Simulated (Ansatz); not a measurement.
**AsBr⁻, doublet: reading a ladder of total energies**

Geometry: a point of a stretch scan, not a stationary point.

```yaml
atoms:
  - { symbol: As, position_ang: [0.0000, 0.0000, 0.0000] }
  - { symbol: Br, position_ang: [0.0000, 0.0000, 1.9180] }
```

Basis aug-cc-pVDZ; Ansatz 0.2.0. Correlated methods freeze the noble-gas cores and the filled d shells of p-block atoms, which leaves 13 electrons in 44 orbitals. Prefix R: restricted or restricted open-shell reference; prefix U: unrestricted. No spin–orbit coupling is included, and no scalar relativity.

Full CI isn't at hand for all of this; UCCSDT(Q) serves as the reference, and is uncertain by about the last step of the cluster series.

Runs differ by some tens of microhartree through their thresholds and, for an open shell, their frozen cores, so steps under 0.03 kcal/mol mean nothing.

```
    level  total energy (hartree)
      UHF            -4806.490935
     UMP2            -4806.706557
    UCCSD            -4806.728005
 UCCSD(T)            -4806.735607
   UCCSDT            -4806.736308
UCCSDT(Q)            -4806.736855
```

What is the correlation energy at UCCSDT(Q), and what share of it do UMP2 and UCCSD(T) recover?

E(corr) = -4806.736855 − (-4806.490935) = -0.245920 hartree = -6.692 eV. UMP2: -0.215622 / -0.245920 = 87.68 %. UCCSD(T): -0.244672 / -0.245920 = 99.49 %.

By how many kcal/mol does UCCSD(T) miss UCCSDT(Q) (1 hartree = 627.509 kcal/mol), and which steps make up the rest?

-4806.735607 − (-4806.736855) = 0.001248 hartree = 0.78 kcal/mol. Steps: UCCSDT − UCCSD(T) = -0.44, UCCSDT(Q) − UCCSDT = -0.34 kcal/mol. That is within 1 kcal/mol of the reference in this basis, which itself misses far more of the correlation at the basis-set limit.
